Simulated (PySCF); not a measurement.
CH2F2, SMILES FCF (connectivity only; charge and spin as stated), charge +1, multiplicity 2. Geometry: PBE-D3(BJ)/def2-TZVP. The spin state was assumed, not searched.

Computed with PBE-D3(BJ)/def2-TZVP (PySCF).

Harmonic wavenumbers (cm⁻¹): 566, 657, 957, 1012, 1085, 1182, 1305, 2195, 2466. Rotational constants (GHz): 54.93, 10.68, 9.417; symmetry number 2.

### Question
Work out the zero-point energy and the ideal-gas rigid-rotor harmonic-oscillator thermochemistry at 298.15 K and 1 atm.

### Answer
ZPE = ½ Σ hcν = ½ × 11426 cm⁻¹ = 68.34 kJ/mol. H − E(el) = 79.43 kJ/mol. Entropy in J/(mol K): translation 158.03, rotation 84.58, vibration 5.07, spin 5.76, total 253.44. G − E(el) = 3.86 kJ/mol. Cp = 47.78 J/(mol K).
